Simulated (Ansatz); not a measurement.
# CH₅OSi radical: basis-set convergence

The task here is to estimate one member of a computed series from the others.

Computed with Ansatz 0.2.0, Gaussian basis. Level: one geometry, several basis sets.

Levels to be run: PBE0-D4/def2-SVP; ωB97M-V/def2-SVP; PBE0-D4/def2-QZVPP; ωB97M-V/def2-QZVPP; the functionals' def2-TZVPP values are taken from earlier runs.

**The relaxed structure**

The geometry comes from an earlier relaxation with PBE0-D4 in a triple-zeta def2 set; it is a stationary point, not always the lowest conformer.

SMILES `C[SiH]O`, 8 atoms, charge 0, spin multiplicity 2.

Atoms are counted from 1 here; the program's logs count them from 0.

Bond lengths: C1–Si2 1.864 Å, C1–H4 1.092 Å, C1–H5 1.092 Å, C1–H6 1.094 Å, Si2–O3 1.657 Å, Si2–H7 1.502 Å, O3–H8 0.958 Å. Angles: Si2–C1–H4 111.0°, Si2–C1–H5 110.4°, Si2–C1–H6 110.1°, H4–C1–H5 108.4°, H4–C1–H6 108.4°, H5–C1–H6 108.5°, C1–Si2–O3 106.3°, C1–Si2–H7 111.0°, O3–Si2–H7 110.1°, Si2–O3–H8 117.0°.

The first run:

in.yaml

```yaml
crystal:
  periodic: [false, false, false]
  atoms:
    - {symbol: C, position_ang: [-0.688173, 0.901808, -0.099435]}
    - {symbol: Si, position_ang: [0.670253, -0.323380, -0.458406]}
    - {symbol: O, position_ang: [0.201247, -1.753585, 0.234573]}
    - {symbol: H, position_ang: [-1.628569, 0.588986, -0.557053]}
    - {symbol: H, position_ang: [-0.424666, 1.886959, -0.490927]}
    - {symbol: H, position_ang: [-0.841617, 0.986408, 0.980724]}
    - {symbol: H, position_ang: [1.974607, 0.132858, 0.129395]}
    - {symbol: H, position_ang: [0.828917, -2.477152, 0.205428]}
basis:
  gaussian: {orbitals: def2-SVP}
magnetization: {spin_polarized: true, initial_magnetization: 1}
hamiltonian: {xc: pbe0, dispersion: d4}
output: {orbitals: {seedname: orbitals}}
```

Steps of the session up to this table: PBE0-D4 in def2-SVP; ωB97M-V in def2-SVP; PBE0-D4 in def2-QZVPP; ωB97M-V in def2-QZVPP.

One table of the session follows, with a row left open; its other results are not shown here.

It belongs to the step «Functionals by basis». 

| functional | basis | HOMO (eV) | LUMO (eV) |
| --- | --- | --- | --- |
| PBE0-D4 | def2-SVP | -5.39 | -1.60 |
| PBE0-D4 | def2-TZVPP | -5.50 | -1.67 |
| PBE0-D4 | def2-QZVPP | ? | ? |
| ωB97M-V | def2-SVP | -7.14 | 0.06 |
| ωB97M-V | def2-TZVPP | -7.27 | -0.10 |
| ωB97M-V | def2-QZVPP | -7.32 | -0.22 |

**Question.** Estimate the row for PBE0-D4, def2-QZVPP.

The run gave: HOMO (eV): -5.54; LUMO (eV): -1.74. In the column «HOMO (eV)» it lies between ωB97M-V, def2-SVP (-7.14) and PBE0-D4, def2-TZVPP (-5.50).
